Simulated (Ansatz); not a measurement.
## A geometry optimisation of BH6Si2 with BLYP-D3(BJ)/def2-SVP

The starting geometry of this gas-phase doublet was optimised with GFN2-xTB; its bonds are those of `B[SiH2][SiH2]`.

```xyz
9

B    -1.1615    1.0547    2.6895
Si    0.4361    1.7107    1.8481
Si    0.2320    0.8593   -0.2893
H    -1.2009   -0.0199    3.1619
H    -2.1767    1.6389    2.6008
H     1.7676    1.2434    2.2950
H     0.6347    3.1629    1.6412
H    -0.8360    1.2918   -1.2024
H     0.2896   -0.5843   -0.5608
```

Q: Where would you expect an optimisation with BLYP-D3(BJ)/def2-SVP to take it?

A: A new bond forms, giving a structure given below by its coordinates. Distances that change by over a tenth: Si2–Si3 (2.31 → 2.70 Å). Contacts that close: B1–Si3 (3.29 → 2.00 Å).

The energy falls by 0.41 eV over 17 steps:

```
step  E − E(last) (eV)
   1             0.406
   3             0.182
   5             0.145
   6             0.140
   8             0.131
  10             0.123
  12             0.078
  13             0.043
  15             0.001
  17             0.000
```

Final geometry (Å):

| atom | x (Å) | y (Å) | z (Å) |
| --- | --- | --- | --- |
| B | -1.1081 | 0.8876 | 2.1138 |
| Si | 0.6094 | 1.9153 | 2.1469 |
| Si | -0.6423 | 0.5098 | 0.2040 |
| H | -1.0152 | -0.1239 | 2.7855 |
| H | -2.0608 | 1.6429 | 2.1810 |
| H | 1.9706 | 1.2964 | 2.3107 |
| H | 0.7760 | 3.3145 | 1.6203 |
| H | -0.8696 | 1.4665 | -0.9343 |
| H | 0.3249 | -0.5516 | -0.2439 |

No frequencies were run, so the end isn't proven a minimum. Open shells are spin-unrestricted. Run with Ansatz 0.2.0, 70 s on 1 thread of Intel(R) Xeon(R) Platinum 8259CL CPU @ 2.50GHz (Skylake/Cascade Lake) (shared host).
